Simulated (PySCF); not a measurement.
## NH3, singlet: structure and spectrum

Level of theory: PBE0/[N def2-TZVP, H def2-TZVP], no relativity, density fitting, PySCF.

The structure is a minimum.

| Quantity | Value |
| --- | --- |
| Point group | C3v |
| Bond lengths | N–H 1.013 Å (×3) |
| Bond angles | H–N–H 107.1° (×3) |
| Lowest empty level | 1.06 eV |
| Zero-point energy | 90.6 kJ/mol |
| Highest occupied level | -7.57 eV |
| Atomisation energy without zero-point energy | 1224 kJ/mol |
| Rotational symmetry number | 3 |
| Rotational constants | 9.991, 9.991, 6.306 cm⁻¹ |
| Entropy at 298.15 K and 1 bar | 192.4 J/(mol K) |
| Principal quadrupole moments (Buckingham, traceless) about the centre of mass | -2.88, 1.44, 1.44 D Å |
| Enthalpy at 298.15 K above 0 K | 10.01 kJ/mol |
| Principal polarisabilities | 9.5, 10.8, 10.8 bohr³ |
| Heat capacity Cp at 298.15 K | 35.0 J/(mol K) |
| Dipole moment | 1.69 D |

Harmonic modes (masses in u: N 14.003, H 1.008):
```csv
symmetry,ω (cm⁻¹),"IR (km/mol, summed over degenerate members)",μ (u)
a1,1031,179,1.18
e,1670,45.0,1.07
a1,3503,0.6,1.03
e,3633,5.6,1.09
```

In C3v the vibrations span 2a1 + 2e.

Charges (e):
| atom | Mulliken | Löwdin | polar tensor | Mayer order to N1 |
| --- | --- | --- | --- | --- |
| N1 | -0.70 | -0.40 | -0.47 | – |
| H2,3,4 | 0.23 | 0.13 | 0.16 | 0.94 |

Mulliken populations on N1: s 3.57, p 4.10, d 0.03, f 0.00.

Counting electrons, nitrogen keeps 2 of its valence electrons outside its bonds, so the VSEPR class is AX3E1 and the expected shape is trigonal pyramidal (C3v), as computed.

The final relaxation and frequency run took roughly 12 core-seconds on a shared host.
